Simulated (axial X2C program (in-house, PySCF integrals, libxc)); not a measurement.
## Ionising PN

All values come from calculations with an in-house all-electron X2C program for linear molecules (integrals from PySCF), spin-free (one-electron X2C) or two-component (2c: spin–orbit coupling with atomic mean-field Coulomb and Gaunt terms, which also bring small scalar terms), in Dyall basis sets with cores contracted in-house; open shells are unrestricted.

Basis sets: N dyall-av3z, P dyall-v3z.

```
Hamiltonian  level        PN state  Re (Å)  ωe (cm⁻¹)  De (eV)
  spin-free     HF  M_S = 0, Λ = 0   1.453     1583.8     1.64
  spin-free   PBE0  M_S = 0, Λ = 0   1.485     1421.7     5.87
         2c   PBE0           Ω = 0   1.485     1421.5     5.87
```

Adiabatic ionisation energy (minimum to minimum, no zero-point term) and constants of PN⁺:

```json
{"Hamiltonian": "spin-free", "level": "HF", "PN⁺ state": "M_S = 1/2, Λ = 0", "IE (eV)": "10.12", "Re (Å)": "1.538", "ωe (cm⁻¹)": "795.1", "De (eV)": "1.42", "fragments": "P+ + N"}
{"Hamiltonian": "spin-free", "level": "PBE0", "PN⁺ state": "M_S = 1/2, Λ = 0", "IE (eV)": "11.79", "Re (Å)": "1.477", "ωe (cm⁻¹)": "1379.5", "De (eV)": "4.60", "fragments": "P+ + N"}
{"Hamiltonian": "2c", "level": "PBE0", "PN⁺ state": "Ω = 1/2", "IE (eV)": "11.79", "Re (Å)": "1.478", "ωe (cm⁻¹)": "1379.3", "De (eV)": "4.60", "fragments": "P+ + N"}
```

Q: Add the zero-point terms to the ionisation energy at PBE0, 2c, and say whether the electron removed was bonding.

A: IE0 = IE + (ωe⁺ − ωe)/2 = 11.79 + (-0.003) = 11.79 eV. Re changes by -0.007 Å, so the electron was nearly non-bonding.

Q: Close the cycle De(PN⁺) + IE(PN) = De(PN) + IE(P) to find the atomic ionisation energy at PBE0, 2c.

A: IE(P) = 4.60 + 11.79 − 5.87 = 10.52 eV, for the determinants used.

Each entry is the lowest single determinant of a limited PBE0 search at one distance. De goes to single-determinant-based atoms at the same level (for ions the charge split of lowest energy) and is withheld (n/a) where an atom does not fit its ground term or J level. Main or longest-lived isotopes. One determinant is a doubtful description, or other states lie close, for PN⁺; these need not be ground states, and all values refer to the states named. Some light 2c atoms are not at their ground J level, so De misses part of their lowering (0.04 eV or less). The functionals have no current term, which raises determinants with orbital currents.
